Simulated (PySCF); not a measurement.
## Trend along the third period: MSi molecules

CCSD(T) with triple-zeta basis sets in PySCF, for the lowest determinant that a PBE0 search found; no spin–orbit coupling. De refers to high-spin ground-configuration atoms.

```
 M         basis  reference, frozen orbitals  state (unpaired electrons)  Re (Å)  ωe (cm⁻¹)  De (eV)
Na  x2c-TZVPPall                      UHF, 6         quartet (σ ↑, π ↑↑)   2.697        261     1.39
Mg  x2c-TZVPPall                     ROHF, 6              triplet (π ↑↑)   2.551        316     0.94
Al    def2-TZVPP                     UHF, 10         quartet (σ ↑, π ↑↑)   2.427        383     2.45
Si    def2-TZVPP                     UHF, 10              triplet (π ↑↑)   2.261        511     3.07
 P    def2-TZVPP                    ROHF, 10               doublet (π ↑)   2.088        613     3.40
 S  x2c-TZVPPall                     RHF, 10      singlet (closed shell)   1.944        743     6.02
Cl  x2c-TZVPPall                     UHF, 10               doublet (π ↑)   2.073        535     4.18
```

The shortest bond is that of SiS (1.944 Å), the longest that of NaSi (2.697 Å). SiS is bound most strongly (6.02 eV) and MgSi least (0.94 eV).

The rows differ in basis set, which adds steps of its own.

The state changes along the series, so neighbouring rows are not always alike in their bonding.

Correlated steps freeze the inner cores (6 to 10 orbitals); shallow outer-core shells are correlated. UHF and ROHF references stand side by side, which adds small steps between rows. Where the molecule has an RHF reference, its open-shell atoms are computed with UHF. The CCSD T1 diagnostic is raised in SiS, a sign that a single reference may not be enough there. States were picked by a PBE0 search and need not be the measured ground states.
